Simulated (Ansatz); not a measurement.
Zinc-blende BeTe, treated with r²SCAN+SOC in Ansatz (PAW).

Numerical settings: plane-wave cutoff 560 eV, 10×10×10 k mesh, Fermi–Dirac smearing 0.01 eV, PAW data made under PBE.

The cell is scaled about its equilibrium volume:

| V (Å³/atom) | P (GPa) | direct gap at Γ (eV) | smallest gap on the k mesh (eV) |
|---|---|---|---|
| 21.273 | 4.14 | 3.648 | 1.926 |
| 21.726 | 2.62 | 3.675 | 1.983 |
| 22.178 | 1.25 | 3.699 | 2.037 |
| 22.631 | 0.01 | 3.721 | 2.087 |
| 23.084 | -1.12 | 3.741 | 2.135 |
| 23.536 | -2.14 | 3.760 | 2.181 |
| 23.989 | -3.06 | 3.671 | 2.224 |

The fundamental gap (2.09 eV at the equilibrium volume, with added k points) lies elsewhere than Γ–Γ.

Ansatz is an electronic-structure program.
